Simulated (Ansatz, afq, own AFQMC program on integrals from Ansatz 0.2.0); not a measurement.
Two steps: Ansatz 0.2.0 writes the Fock matrix and Cholesky factors of the valence space, and afq projects on them the lowest state that overlaps trial and start.

```yaml
crystal:
  periodic: [false, false, false]
  atoms:
    - {symbol: Si, position_ang: [0.000000, 0.000000, 0.086863]}
    - {symbol: Ge, position_ang: [0.000000, 0.000000, -1.669137]}
    - {symbol: H, position_ang: [0.000000, 0.000000, 1.582273]}
basis:
  gaussian: {orbitals: cc-pVDZ}
magnetization: {spin_polarized: true, initial_magnetization: 1}
correlation: {method: ccsd_t, electrons: outside_noble_gas, hamiltonian_folder: ham}
```

```sh
$ ansatz run in.yaml --threads 1 --pin off --events-out ev --progress --plain --max-ram 1382MiB
```

afq runs on the folder ham with

```
--method phaseless --trial cisd --walkers 60 --populations 1 --least-time 40 --time-step 0.005 --steps-per-block 50 --equilibration-blocks 28 --max-blocks 300 --target-error 0.00036 --factor-cut 1e-05 --start spin_pure --seed 4034 --release-times 0.24,0.51,0.99,1.62,2.4 --release-step 0.03 --release-every 4 --taylor-order 6
```

Times are imaginary, in 1/Eh. The walk had a cap of 678 s. Filled inner d shells are frozen with the cores.

afq prints:

```
orbitals 31  electrons 5 4  factors 243 of 556
reference energy -2364.63901726 Eh
CCSD correlation -0.17197693 Eh in 12 cycles, weight of the determinant in the CISD state 0.8735
energy of the start -2364.810723 Eh
 block  time / (1/Eh)  mean weight  energy / Eh
     1     0.250  1.0009  -2364.808648
     2     0.500  1.0001  -2364.809617
     3     0.750  0.9989  -2364.810139
     4     1.000  1.0000  -2364.812867
     5     1.250  1.0004  -2364.814550
     9     2.250  0.9996  -2364.816893
    33     8.250  1.0008  -2364.817450
    65    16.250  1.0013  -2364.813466
    81    20.250  0.9999  -2364.832525
    97    24.250  1.0018  -2364.821065
   129    32.250  1.0006  -2364.818384
   161    40.250  1.0007  -2364.816989
   177    44.250  1.0000  -2364.811082
   193    48.250  1.0003  -2364.817217
   225    56.250  1.0011  -2364.814431
   257    64.250  0.9983  -2364.816345
   289    72.250  1.0011  -2364.826426
   321    80.250  1.0000  -2364.816313
blocks merged  error / Eh  count
     1  0.000214  300
     2  0.000275  150
     4  0.000346  75
     8  0.000415  37
    16  0.000446  18
    32  0.000500  9
released: time / (1/Eh)  energy / Eh  error  mean overlap
  0.24  -2364.818579  0.000443  1.0053
  0.51  -2364.819037  0.000395  0.9988
  0.99  -2364.819507  0.000377  0.9936
  1.62  -2364.819141  0.000410  1.0052
  2.40  -2364.819388  0.000387  0.9961
energy -2364.818388 +/- 0.000446 Eh
(rows thinned)
```

The run passed its tests (sampling time, drift between the halves within three errors, error under three times the target), which doesn't prove that it has relaxed.

Against this walk (error 12.1 meV) on the same determinant: CCSD(T) 14.0 meV higher (within the noise), CCSDT(Q) 31.7 meV lower. The error is statistical and leaves out the bias of the constraint. Released to 2.40 1/Eh the energy moves by -27 ± 16 meV (both errors), within twice the noise.

Cautions: constraint bias not in the error; error above the target (12.1 against 9.8 meV); no relativity below Rb; no spin-orbit coupling; inner d shell frozen.

The walk took 3.4 min on 1 thread of Arm Neoverse V2 (shared host). The log's last line is the phaseless energy.

CCSDT and higher add their correlation energy to the determinant of the CCSD(T) run, since their own runs factorise the integrals more tightly (a shift of under 2 meV). A walk keeps the symmetry of its determinant, which the program's search chose and which needn't be the lowest solution, so a lower state of the same spin and another symmetry isn't excluded.
